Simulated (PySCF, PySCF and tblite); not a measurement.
A run on one conformer of C4H7F, numbered as in [CH2:1]=[CH:2][C@H:3]([CH3:4])[F:5], from an ensemble study. The sound level was PBE0/pcSseg-1 (IEF-PCM, dichloromethane) on PBE0-D3(BJ)/def2-SVP geometries.

Input:

```
{"job": {"xc": "PBE0", "basis": "pcSseg-1", "solvent": "dichloromethane", "scf": {"max_cycle": 80}, "kind": "nmr", "pop": false}, "charge": 2, "multiplicity": 1}
C      1.884226    -0.271778     0.577055
C      0.670232    -0.696596     0.231190
C     -0.339889     0.126113    -0.504857
C     -1.518220     0.518276     0.361969
F     -0.817304    -0.610367    -1.577025
H      2.571260    -0.900087     1.149350
H      2.238178     0.727293     0.301972
H      0.333017    -1.703262     0.507053
H      0.145582     1.029267    -0.915488
H     -1.193911     1.173298     1.183029
H     -1.991287    -0.376080     0.794686
H     -2.268308     1.049947    -0.241622
```

Command: OMP_NUM_THREADS=1 python ens_run.py task.json out

Output:

```
final grid: 94040 points
cycle   1  E = -255.2944058147  dE =  1.172e+00  |g| = 6.966e-01  |ddm| = 2.821e+00
cycle   2  E = -253.9379550422  dE =  1.356e+00  |g| = 2.414e+00  |ddm| = 1.882e+00
cycle   3  E = -255.3862836953  dE = -1.448e+00  |g| = 4.732e-01  |ddm| = 1.619e+00
cycle   4  E = -255.4283681783  dE = -4.208e-02  |g| = 1.885e-01  |ddm| = 4.400e-01
cycle   5  E = -255.4304550013  dE = -2.087e-03  |g| = 1.983e-01  |ddm| = 3.216e-01
cycle   6  E = -255.4409815967  dE = -1.053e-02  |g| = 3.788e-02  |ddm| = 1.326e-01
cycle   7  E = -255.4410846418  dE = -1.030e-04  |g| = 2.956e-02  |ddm| = 2.442e-02
cycle   8  E = -255.4412805808  dE = -1.959e-04  |g| = 1.218e-02  |ddm| = 1.581e-02
cycle   9  E = -255.4413300306  dE = -4.945e-05  |g| = 1.218e-03  |ddm| = 1.490e-02
cycle  10  E = -255.4413323164  dE = -2.286e-06  |g| = 7.047e-04  |ddm| = 3.541e-03
cycle  11  E = -255.4413338145  dE = -1.498e-06  |g| = 4.365e-04  |ddm| = 4.523e-03
cycle  12  E = -255.4413340683  dE = -2.539e-07  |g| = 1.536e-04  |ddm| = 1.910e-03
cycle  13  E = -255.4413341107  dE = -4.241e-08  |g| = 8.630e-05  |ddm| = 8.831e-04
cycle  14  E = -255.4413341144  dE = -3.705e-09  |g| = 6.184e-05  |ddm| = 1.305e-04
cycle  15  E = -255.4413341198  dE = -5.358e-09  |g| = 1.340e-05  |ddm| = 3.097e-04
cycle  16  E = -255.4413341202  dE = -4.164e-10  |g| = 4.211e-06  |ddm| = 1.074e-04
converged SCF energy = -255.4413341202

GIAO shielding tensors (ppm)
atom      isotropic    diamagn.    paramagn.     s11        s22        s33       span
  0 C       27.056     251.820    -224.764   -245.591    -84.420    411.178    656.769
  1 C     -546.412     259.097    -805.509  -1863.487    -89.701    313.952   2177.440
  2 C     -340.096     251.236    -591.331  -1050.789    -41.123     71.625   1122.414
  3 C     -328.069     248.956    -577.025  -1019.434   -155.529    190.756   1210.190
  4 F    -1256.785     471.676   -1728.461  -3646.700   -599.852    476.199   4122.898
  5 H       15.342      23.641      -8.299     -0.356     22.761     23.621     23.977
  6 H       19.480      25.273      -5.793      9.583     20.442     28.416     18.832
  7 H       12.986      27.798     -14.811    -29.017     22.017     45.959     74.976
  8 H       26.029      26.555      -0.526     16.154     24.424     37.509     21.356
  9 H        7.675      26.847     -19.171    -31.054     25.628     28.452     59.507
 10 H       26.282      26.711      -0.428     16.687     28.394     33.766     17.079
 11 H       21.143      25.220      -4.077      2.713     23.995     36.722     34.009
```

**Question.** What is wrong with this calculation, and what did it do to the result?

**Answer.** The setting at fault: wrong charge. The run converged. Shieldings averaged over the conformers (ppm), as run and sound:
```
atoms  as run  sound
   C1    -0.2   62.8
   C2  -348.4   35.2
   C3  -184.7   92.9
   C4  -136.1  161.3
   F5  -754.7  386.7
  H1b    18.3   25.7
  H1a    22.2   25.6
   H2     7.5   25.0
   H3    22.6   26.2
   H4    21.4   29.9
```
